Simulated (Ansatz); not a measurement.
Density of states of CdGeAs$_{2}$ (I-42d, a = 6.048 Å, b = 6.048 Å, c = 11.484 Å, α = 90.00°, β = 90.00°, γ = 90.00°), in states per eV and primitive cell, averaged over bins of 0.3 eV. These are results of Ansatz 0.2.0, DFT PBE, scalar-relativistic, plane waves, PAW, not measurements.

Settings: cutoff 420 eV, Γ-centred mesh 8×8×8 on the computed 8-atom cell, Gaussian smearing of 0.01 eV; no spin polarisation.

The cell is relaxed at this level. The states (both spins) are summed by tetrahedra on a 12×12×12 mesh at the self-consistent density. Energies are bin centres; the table starts no lower than −8 eV and ends at 6 eV, or lower where the solved bands end.

The gap is 0.02 eV at this level, with the zero inside it.

```tsv
E − E_F (eV)	total	As 4p	Ge 4p	Cd 5s	Cd 4d	Ge 4s
-7.90	5.66	0.12	0.17	0.02	4.86	0.07
-7.60	3.12	0.39	0.20	0.02	1.45	0.54
-7.30	2.62	0.49	0.20	0.04	0.73	0.63
-7.00	0.72	0.16	0.06	0.02	0.13	0.19
-6.70	1.86	0.45	0.14	0.08	0.24	0.53
-6.40	3.45	0.87	0.23	0.25	0.36	1.01
-6.10	1.00	0.22	0.07	0.04	0.12	0.29
-5.80	0.00	0.00	0.00	0.00	0.00	0.00
-5.50	0.00	0.00	0.00	0.00	0.00	0.00
-5.20	0.00	0.00	0.00	0.00	0.00	0.00
-4.90	0.11	0.06	0.02	0.03	0.00	0.00
-4.60	2.21	1.21	0.38	0.53	0.02	0.01
-4.30	3.32	1.84	0.53	0.77	0.04	0.02
-4.00	4.23	2.37	0.65	0.94	0.05	0.03
-3.70	5.03	2.80	1.51	0.41	0.07	0.05
-3.40	4.86	2.80	1.54	0.30	0.06	0.04
-3.10	5.93	3.54	1.69	0.44	0.06	0.03
-2.80	4.58	2.87	1.16	0.23	0.07	0.03
-2.50	5.40	3.49	1.11	0.20	0.10	0.07
-2.20	3.76	2.50	0.71	0.11	0.07	0.06
-1.90	5.10	3.70	0.82	0.09	0.09	0.05
-1.60	4.04	3.09	0.41	0.10	0.07	0.04
-1.30	5.33	4.32	0.41	0.08	0.10	0.05
-1.00	4.66	3.79	0.35	0.05	0.10	0.03
-0.70	4.47	3.83	0.20	0.03	0.10	0.03
-0.40	3.23	2.82	0.13	0.01	0.08	0.01
-0.10	0.41	0.36	0.02	0.00	0.01	0.00
0.20	0.01	0.01	0.00	0.00	0.00	0.00
0.50	0.09	0.05	0.01	0.01	0.00	0.01
0.80	1.03	0.49	0.10	0.10	0.01	0.19
1.10	2.70	1.44	0.22	0.15	0.02	0.53
1.40	4.75	2.63	0.49	0.09	0.03	0.94
1.70	4.10	1.79	0.83	0.08	0.02	0.66
2.00	2.67	0.73	0.92	0.18	0.01	0.20
2.30	5.13	1.09	1.95	0.64	0.01	0.14
2.60	4.74	1.05	1.77	0.56	0.01	0.11
2.90	3.74	0.92	1.20	0.51	0.01	0.09
3.20	3.22	0.92	0.88	0.49	0.01	0.08
3.50	4.69	1.52	1.38	0.63	0.01	0.10
3.80	5.28	1.58	1.58	0.55	0.01	0.09
4.10	5.09	1.47	1.25	0.50	0.01	0.08
4.40	4.62	1.26	1.12	0.35	0.01	0.05
4.70	6.10	1.61	1.31	0.48	0.01	0.07
5.00	6.09	1.35	0.96	0.45	0.01	0.08
5.30	5.86	1.12	0.94	0.27	0.01	0.05
5.60	6.47	0.93	0.76	0.21	0.01	0.05
```

The columns after the total are the main Löwdin projections on the occupied valence shells of the potentials; 1 other is left out. The rest of the total lies in those, in shells that are empty in the free atom, which aren't projected, and between the atoms.

Whether CdGeAs2 exists in this form wasn't checked.

Cost: 1 run of about 12 core-minutes, on Arm Neoverse V1 (shared hosts).